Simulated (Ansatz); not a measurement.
Reaction (SMILES): O (H2O) → H2O+ (doublet, bonded as O) + e-
B3LYP-D3(BJ)/def2-TZVP geometries, fixed; electronic energies without zero-point terms.

Effect of the final integration grid (spheres per factor e of radius in core and valence, angular degree) at PBE/cc-pVTZ with Ansatz (an electronic-structure program), against the last row, where the adiabatic ionisation energy is 12.47 eV. Open shells are unrestricted. The default's grid is 13, 11, 36.

| setting | largest shift of a total energy (mEh) | shift of the adiabatic ionisation energy (eV) |
|---|---|---|
| accuracy: medium (default) | 0.000 | 0.000 |
| final_grid: 4, 3, 11 | -1.042 | 0.046 |
| final_grid: 6, 5, 17 | 0.025 | 0.001 |
| final_grid: 8, 7, 23 | 0.004 | 0.000 |
| final_grid: 10, 9, 29 | 0.001 | 0.000 |
| final_grid: 18, 15, 47 | 0.000 | 0.000 |
| final_grid: 26, 22, 59 | 0.000 | 0.000 |

Within 0.01 eV in the adiabatic ionisation energy: accuracy: medium (default); final_grid: 6, 5, 17; final_grid: 8, 7, 23; final_grid: 10, 9, 29; final_grid: 18, 15, 47. The largest shift is 1.042 mEh in a total energy and 0.046 eV in the difference.
